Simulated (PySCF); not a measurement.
# Fluoroacetylene (C₂HF): electronic excitations at several levels of theory, part 2 of 2

PySCF 2.14.0. Atoms count from 0. Earlier steps stand in the parts before.

## Step 10: TDDFT and polarisability: PBE0/def2-TZVP

The job: settings as JSON, then the geometry in Å.

```
{"job": {"kind": "uv", "xc": "PBE0", "basis": "def2-TZVP"}, "charge": 0, "multiplicity": 1}
C     -0.611726    -0.000086     0.005223
C      0.519015    -0.000136    -0.407178
F      1.712127     0.000228    -0.842731
H     -1.619416    -0.000006     0.373046
```

Level: TDDFT PBE0/def2-TZVP, vertical, gas phase, core orbitals frozen in the response.

Output:

```text
coarse grid: 3880 points
cycle   1  E = -176.3895666936  dE =  4.582e-01  |g| = 4.439e-01  |ddm| = 2.721e+00
cycle   2  E = -176.3358590943  dE =  5.371e-02  |g| = 6.322e-01  |ddm| = 6.365e-01
cycle   3  E = -176.4196376126  dE = -8.378e-02  |g| = 1.763e-01  |ddm| = 3.936e-01
cycle   4  E = -176.4271989109  dE = -7.561e-03  |g| = 3.482e-02  |ddm| = 1.570e-01
cycle   5  E = -176.4273436856  dE = -1.448e-04  |g| = 1.057e-02  |ddm| = 2.891e-02
cycle   6  E = -176.4273636122  dE = -1.993e-05  |g| = 2.291e-03  |ddm| = 8.897e-03
cycle   7  E = -176.4273647578  dE = -1.146e-06  |g| = 1.636e-04  |ddm| = 1.693e-03
final grid: 39392 points
cycle   8  E = -176.4260364698  dE = -1.953e-05  |g| = 2.662e-03  |ddm| = 3.816e-02
cycle   9  E = -176.4260370547  dE = -5.849e-07  |g| = 1.997e-03  |ddm| = 4.094e-03
cycle  10  E = -176.4260379366  dE = -8.819e-07  |g| = 1.210e-04  |ddm| = 1.782e-03
cycle  11  E = -176.4260379377  dE = -1.150e-09  |g| = 8.602e-05  |ddm| = 1.718e-04
cycle  12  E = -176.4260379393  dE = -1.563e-09  |g| = 2.914e-05  |ddm| = 6.843e-05
cycle  13  E = -176.4260379395  dE = -1.979e-10  |g| = 3.454e-06  |ddm| = 1.882e-05
converged SCF energy = -176.4260379395

Static polarisability (au): isotropic 20.894, principal 15.028 15.028 32.626

Singlet excitations
state   eV       nm        f      main configurations
  1   7.2544    170.9   0.00000   H->L+1 0.46, H-1->L+2 0.46
  2   7.5217    164.8   0.00000   H-1->L+2 0.42, H->L+1 0.42
  3   7.5217    164.8   0.00000   H-1->L+1 0.42, H->L+2 0.42
  4   7.7710    159.5   0.04307   H->L 0.85, H-1->L 0.14
  5   7.7710    159.5   0.04307   H-1->L 0.85, H->L 0.14
  6   9.1642    135.3   0.00913   H->L+3 0.98
  7   9.1642    135.3   0.00913   H-1->L+3 0.98
  8  11.1036    111.7   0.90136   H-1->L+1 0.41, H->L+2 0.41
  9  11.2844    109.9   0.13865   H->L+4 0.99
 10  11.2844    109.9   0.13865   H-1->L+4 0.99

Triplet excitations (Tamm-Dancoff, eV): 5.8035 6.3931 6.3931 6.9519
```

Run time: 2.4 s. Hardware: 1 thread, shared host.

In short: HOMO -8.26 eV, LUMO 1.24 eV; lowest singlet 7.25 eV.

## Step 11: Ultraviolet spectrum: PBE0/aug-cc-pVDZ

The job: settings as JSON, then the geometry in Å.

```
{"job": {"kind": "uv", "xc": "PBE0", "basis": "aug-cc-pVDZ"}, "charge": 0, "multiplicity": 1}
C     -0.611726    -0.000086     0.005223
C      0.519015    -0.000136    -0.407178
F      1.712127     0.000228    -0.842731
H     -1.619416    -0.000006     0.373046
```

Method: TDDFT PBE0/aug-cc-pVDZ, vertical, gas phase, core orbitals frozen in the response.

Output:

```text
coarse grid: 3880 points
cycle   1  E = -176.3350970144  dE =  4.730e-01  |g| = 4.011e-01  |ddm| = 5.735e+00
cycle   2  E = -176.2786130046  dE =  5.648e-02  |g| = 6.103e-01  |ddm| = 1.701e+00
cycle   3  E = -176.3635583001  dE = -8.495e-02  |g| = 1.473e-01  |ddm| = 1.074e+00
cycle   4  E = -176.3690331193  dE = -5.475e-03  |g| = 3.054e-02  |ddm| = 2.200e-01
cycle   5  E = -176.3691609198  dE = -1.278e-04  |g| = 8.026e-03  |ddm| = 4.072e-02
cycle   6  E = -176.3691739157  dE = -1.300e-05  |g| = 2.065e-03  |ddm| = 2.030e-02
cycle   7  E = -176.3691749488  dE = -1.033e-06  |g| = 1.496e-04  |ddm| = 5.382e-03
final grid: 39392 points
cycle   8  E = -176.3718509698  dE = -9.958e-06  |g| = 2.696e-03  |ddm| = 4.666e-02
cycle   9  E = -176.3718511003  dE = -1.305e-07  |g| = 2.837e-03  |ddm| = 1.711e-02
cycle  10  E = -176.3718529544  dE = -1.854e-06  |g| = 6.457e-04  |ddm| = 6.624e-03
cycle  11  E = -176.3718530204  dE = -6.595e-08  |g| = 1.008e-04  |ddm| = 8.665e-04
cycle  12  E = -176.3718530205  dE = -7.390e-11  |g| = 9.619e-05  |ddm| = 2.759e-04
cycle  13  E = -176.3718530228  dE = -2.329e-09  |g| = 4.704e-06  |ddm| = 1.499e-04
cycle  14  E = -176.3718530228  dE = -4.889e-12  |g| = 3.906e-07  |ddm| = 1.321e-05
converged SCF energy = -176.3718530228

Static polarisability (au): isotropic 23.534, principal 18.552 18.552 33.497

Singlet excitations
state   eV       nm        f      main configurations
  1   6.8832    180.1   0.04855   H->L 0.95
  2   6.8832    180.1   0.04855   H-1->L 0.95
  3   7.1397    173.7   0.00000   H->L+2 0.46, H-1->L+3 0.46
  4   7.3841    167.9   0.00000   H-1->L+2 0.47, H->L+3 0.47
  5   7.3841    167.9   0.00000   H-1->L+3 0.47, H->L+2 0.47
  6   7.8985    157.0   0.00123   H->L+1 0.96
  7   7.8985    157.0   0.00123   H-1->L+1 0.96
  8   8.8406    140.2   0.00000   H->L+5 0.48, H-1->L+4 0.48
  9   8.8406    140.2   0.00000   H->L+4 0.48, H-1->L+5 0.48
 10   8.9061    139.2   0.00000   H-1->L+5 0.47, H->L+4 0.47

Triplet excitations (Tamm-Dancoff, eV): 5.7673 6.3488 6.3488 6.4272
```

Wall time 2 s (1 thread, shared host).

Key values: HOMO -8.27 eV, LUMO -0.08 eV; lowest singlet 6.88 eV.

## Step 12: Ultraviolet spectrum: PBE0/aug-cc-pVTZ

The job: settings as JSON, then the geometry in Å.

```
{"job": {"kind": "uv", "xc": "PBE0", "basis": "aug-cc-pVTZ"}, "charge": 0, "multiplicity": 1}
C     -0.611726    -0.000086     0.005223
C      0.519015    -0.000136    -0.407178
F      1.712127     0.000228    -0.842731
H     -1.619416    -0.000006     0.373046
```

With the program's defaults for keys left out, this is: TDDFT PBE0/aug-cc-pVTZ, vertical, gas phase, core orbitals frozen in the response.

Output:

```text
coarse grid: 3880 points
cycle   1  E = -176.3852371387  dE =  4.589e-01  |g| = 4.438e-01  |ddm| = 4.477e+00
cycle   2  E = -176.3306806096  dE =  5.456e-02  |g| = 6.343e-01  |ddm| = 1.321e+00
cycle   3  E = -176.4150633439  dE = -8.438e-02  |g| = 1.766e-01  |ddm| = 9.488e-01
cycle   4  E = -176.4226067057  dE = -7.543e-03  |g| = 3.441e-02  |ddm| = 2.484e-01
cycle   5  E = -176.4227436707  dE = -1.370e-04  |g| = 1.051e-02  |ddm| = 4.517e-02
cycle   6  E = -176.4227627911  dE = -1.912e-05  |g| = 2.390e-03  |ddm| = 1.641e-02
cycle   7  E = -176.4227640156  dE = -1.224e-06  |g| = 1.678e-04  |ddm| = 3.724e-03
final grid: 39392 points
cycle   8  E = -176.4204419152  dE = -2.167e-05  |g| = 2.569e-03  |ddm| = 1.231e-01
cycle   9  E = -176.4204421489  dE = -2.337e-07  |g| = 2.334e-03  |ddm| = 9.057e-03
cycle  10  E = -176.4204433160  dE = -1.167e-06  |g| = 7.006e-04  |ddm| = 4.156e-03
cycle  11  E = -176.4204433868  dE = -7.071e-08  |g| = 2.010e-04  |ddm| = 9.204e-04
cycle  12  E = -176.4204433926  dE = -5.879e-09  |g| = 1.157e-04  |ddm| = 3.638e-04
cycle  13  E = -176.4204433957  dE = -3.038e-09  |g| = 7.505e-06  |ddm| = 1.516e-04
cycle  14  E = -176.4204433957  dE = -1.239e-11  |g| = 6.879e-07  |ddm| = 1.048e-05
converged SCF energy = -176.4204433957

Static polarisability (au): isotropic 24.114, principal 19.342 19.343 33.656

Singlet excitations
state   eV       nm        f      main configurations
  1   6.8792    180.2   0.04720   H->L 0.76, H-1->L 0.18
  2   6.8792    180.2   0.04720   H-1->L 0.76, H->L 0.18
  3   7.1401    173.6   0.00000   H->L+2 0.42, H-1->L+3 0.42
  4   7.3653    168.3   0.00000   H->L+3 0.44, H-1->L+2 0.44
  5   7.3653    168.3   0.00000   H-1->L+3 0.44, H->L+2 0.44
  6   7.8577    157.8   0.00120   H->L+1 0.94
  7   7.8577    157.8   0.00120   H-1->L+1 0.94
  8   8.6435    143.4   0.00000   H->L+5 0.45, H-1->L+4 0.45
  9   8.6435    143.4   0.00000   H->L+4 0.45, H-1->L+5 0.45
 10   8.6991    142.5   0.00000   H-1->L+5 0.44, H->L+4 0.44

Triplet excitations (Tamm-Dancoff, eV): 5.7663 6.3315 6.3315 6.4287
```

It took 4.9 s on 1 thread, shared host.

This run: HOMO -8.29 eV, LUMO -0.12 eV; lowest singlet 6.88 eV.

## Step 13: Ultraviolet spectrum: PBE0/def2-TZVPD

The job: settings as JSON, then the geometry in Å.

```
{"job": {"kind": "uv", "xc": "PBE0", "basis": "def2-TZVPD"}, "charge": 0, "multiplicity": 1}
C     -0.611726    -0.000086     0.005223
C      0.519015    -0.000136    -0.407178
F      1.712127     0.000228    -0.842731
H     -1.619416    -0.000006     0.373046
```

Method: TDDFT PBE0/def2-TZVPD, vertical, gas phase, core orbitals frozen in the response.

Output:

```text
coarse grid: 3880 points
cycle   1  E = -176.3902287483  dE =  4.592e-01  |g| = 4.444e-01  |ddm| = 3.608e+00
cycle   2  E = -176.3361332481  dE =  5.410e-02  |g| = 6.336e-01  |ddm| = 1.128e+00
cycle   3  E = -176.4203113034  dE = -8.418e-02  |g| = 1.764e-01  |ddm| = 6.731e-01
cycle   4  E = -176.4278817491  dE = -7.570e-03  |g| = 3.525e-02  |ddm| = 1.467e-01
cycle   5  E = -176.4280307049  dE = -1.490e-04  |g| = 1.065e-02  |ddm| = 5.715e-02
cycle   6  E = -176.4280508600  dE = -2.016e-05  |g| = 2.338e-03  |ddm| = 2.906e-02
cycle   7  E = -176.4280520498  dE = -1.190e-06  |g| = 1.654e-04  |ddm| = 4.542e-03
final grid: 39392 points
cycle   8  E = -176.4267240917  dE = -1.985e-05  |g| = 2.675e-03  |ddm| = 1.197e-01
cycle   9  E = -176.4267246700  dE = -5.783e-07  |g| = 2.023e-03  |ddm| = 1.379e-02
cycle  10  E = -176.4267255694  dE = -8.994e-07  |g| = 1.229e-04  |ddm| = 6.857e-03
cycle  11  E = -176.4267255710  dE = -1.586e-09  |g| = 7.410e-05  |ddm| = 3.361e-04
cycle  12  E = -176.4267255719  dE = -9.342e-10  |g| = 3.146e-05  |ddm| = 5.629e-05
converged SCF energy = -176.4267255719

Static polarisability (au): isotropic 24.004, principal 19.237 19.237 33.538

Singlet excitations
state   eV       nm        f      main configurations
  1   6.9815    177.6   0.04717   H->L 0.94
  2   6.9815    177.6   0.04717   H-1->L 0.94
  3   7.1881    172.5   0.00000   H->L+2 0.49, H-1->L+3 0.49
  4   7.4417    166.6   0.00000   H-1->L+2 0.49, H->L+3 0.49
  5   7.4417    166.6   0.00000   H-1->L+3 0.49, H->L+2 0.49
  6   8.2584    150.1   0.00506   H->L+1 0.98
  7   8.2584    150.1   0.00506   H-1->L+1 0.98
  8   9.2244    134.4   0.05187   H-1->L+4 0.93
  9   9.2244    134.4   0.05187   H->L+4 0.93
 10   9.4634    131.0   0.00000   H->L+6 0.49, H-1->L+5 0.49

Triplet excitations (Tamm-Dancoff, eV): 5.7736 6.3514 6.3514 6.4758
```

It took 3.1 s on 1 thread, shared host.

Key values: HOMO -8.28 eV, LUMO 0.13 eV; lowest singlet 6.98 eV.

## Step 14: Ultraviolet spectrum: PBE0/6-31+G*

The job: settings as JSON, then the geometry in Å.

```
{"job": {"kind": "uv", "xc": "PBE0", "basis": "6-31+G*"}, "charge": 0, "multiplicity": 1}
C     -0.611726    -0.000086     0.005223
C      0.519015    -0.000136    -0.407178
F      1.712127     0.000228    -0.842731
H     -1.619416    -0.000006     0.373046
```

With the program's defaults for keys left out, this is: TDDFT PBE0/6-31+G*, vertical, gas phase, core orbitals frozen in the response.

Output:

```text
coarse grid: 3880 points
cycle   1  E = -176.3313809750  dE =  4.723e-01  |g| = 4.039e-01  |ddm| = 3.104e+00
cycle   2  E = -176.2759209012  dE =  5.546e-02  |g| = 6.056e-01  |ddm| = 7.442e-01
cycle   3  E = -176.3606619819  dE = -8.474e-02  |g| = 1.520e-01  |ddm| = 5.834e-01
cycle   4  E = -176.3664776540  dE = -5.816e-03  |g| = 3.026e-02  |ddm| = 1.583e-01
cycle   5  E = -176.3666027342  dE = -1.251e-04  |g| = 8.130e-03  |ddm| = 1.996e-02
cycle   6  E = -176.3666157384  dE = -1.300e-05  |g| = 1.897e-03  |ddm| = 8.516e-03
cycle   7  E = -176.3666166371  dE = -8.987e-07  |g| = 1.486e-04  |ddm| = 1.687e-03
final grid: 39392 points
cycle   8  E = -176.3551600729  dE = -7.956e-06  |g| = 3.030e-03  |ddm| = 1.718e-02
cycle   9  E = -176.3551594911  dE =  5.817e-07  |g| = 3.779e-03  |ddm| = 6.397e-03
cycle  10  E = -176.3551623805  dE = -2.889e-06  |g| = 7.176e-04  |ddm| = 2.761e-03
cycle  11  E = -176.3551624755  dE = -9.493e-08  |g| = 2.032e-04  |ddm| = 7.031e-04
cycle  12  E = -176.3551624843  dE = -8.786e-09  |g| = 7.973e-05  |ddm| = 2.318e-04
cycle  13  E = -176.3551624858  dE = -1.555e-09  |g| = 3.603e-06  |ddm| = 6.602e-05
cycle  14  E = -176.3551624858  dE = -3.070e-12  |g| = 3.303e-07  |ddm| = 6.142e-06
converged SCF energy = -176.3551624858

Static polarisability (au): isotropic 19.637, principal 13.004 13.004 32.902

Singlet excitations
state   eV       nm        f      main configurations
  1   6.9849    177.5   0.05692   H->L 0.98
  2   6.9850    177.5   0.05692   H-1->L 0.98
  3   7.2103    172.0   0.00000   H->L+2 0.45, H-1->L+3 0.45
  4   7.4632    166.1   0.00000   H-1->L+2 0.47, H->L+3 0.47
  5   7.4632    166.1   0.00000   H-1->L+3 0.47, H->L+2 0.47
  6   8.0966    153.1   0.00126   H->L+1 0.98
  7   8.0966    153.1   0.00126   H-1->L+1 0.98
  8   8.9763    138.1   0.00000   H->L+5 0.49, H-1->L+4 0.49
  9   8.9763    138.1   0.00000   H->L+4 0.49, H-1->L+5 0.49
 10   9.0400    137.2   0.00000   H-1->L+5 0.48, H->L+4 0.48

Triplet excitations (Tamm-Dancoff, eV): 5.7912 6.3971 6.3971 6.4538
```

It took 1.6 s on 1 thread, shared host.

This run: HOMO -8.25 eV, LUMO 0.18 eV; lowest singlet 6.98 eV.

## Step 15: Side by side: electronic excitations

Excitations and ground-state properties, with basis size and wall time:

```csv
run,lowest singlet (eV),brightest (eV),f,gap (eV),α (Å³),μ (D),functions,time
PBE0/def2-SVPD,7.24,9.76,0.050,8.78,3.42,0.64,71,3.1 s
BHandHLYP/def2-SVPD,7.05,7.41,0.053,10.46,3.36,0.80,71,2.9 s
CAM-B3LYP/def2-SVPD,7.10,7.18,0.046,10.79,3.42,0.71,71,3.6 s
wB97X-D/def2-SVPD,7.22,7.40,0.058,12.27,3.47,0.68,71,3.6 s
LC-wPBE/def2-SVPD,7.13,7.67,0.050,13.30,3.36,0.71,71,4.9 s
PBE0/6-31G*,7.44,12.18,0.953,10.10,2.34,0.49,44,1.1 s
PBE0/def2-SVP,7.38,12.01,1.025,10.01,2.48,0.52,47,1.1 s
PBE0/def2-TZVP,7.25,11.10,0.901,9.50,3.10,0.55,99,2.4 s
PBE0/aug-cc-pVDZ,6.88,6.88,0.049,8.19,3.49,0.60,78,2 s
PBE0/aug-cc-pVTZ,6.88,6.88,0.047,8.17,3.57,0.58,161,4.9 s
PBE0/def2-TZVPD,6.98,9.22,0.052,8.40,3.56,0.58,123,3.1 s
PBE0/6-31+G*,6.98,6.98,0.057,8.43,2.91,0.66,56,1.6 s
```

Measured dipole: 0.73 D (gas; NIST CCCBDB Release 22 (SRD 101), experimental dipoles).

## Step 16: What came out

The summary covers parts 1 to 2.

```
                                quantity                        value
                             point group                          C∞v
    rotational constants (main isotopes)               9.72, 9.72 GHz
         lowest singlet (PBE0/def2-SVPD)  7.24 eV (171 nm), f = 0.000
brightest single state of those computed  state 8, 9.76 eV, f = 0.050
                          lowest triplet                      5.79 eV
       vertical ionisation energy (ΔSCF)                     11.24 eV
             range of the lowest singlet              6.88 to 7.44 eV
```

**Reading.** Single values in the summary come from the first run of each kind that ended normally (PBE0/def2-SVPD), which need not be the best level. Over 11 steps the energy fell by 0.134 eV; of the close pairs, C1–F2 changed most, 1.343 to 1.270 Å. The first singlet state (HOMO→LUMO+1 0.49, HOMO−1→LUMO+2 0.49) lies at 7.24 eV and is dark; of the 10 states computed, the strongest absorption comes from states 8 to 9 together at 9.76 eV. The lowest triplet lies 1.45 eV below the lowest singlet (triplets in Tamm-Dancoff, singlets in full TDDFT). The orbital energy would give 8.33 eV for ionisation, ΔSCF gives 11.24 eV. The dipole moment, 0.64 D, compares with 0.73 D measured. The lowest singlet runs from 6.88 eV (PBE0/aug-cc-pVTZ) to 7.44 eV (PBE0/6-31G*), while the orbital gap spans 8.17 to 13.30 eV. The lowest state need not be the same one in every run. The runs solved for a few states only, so the brightest column depends on that window. For the measured dipole, CAM-B3LYP/def2-SVPD misses least (0.02 D, 3.6 s) and PBE0/6-31G* most (0.24 D, 1.1 s). One molecule ranks no method: errors cancel, and vibration and temperature are missing from all runs.
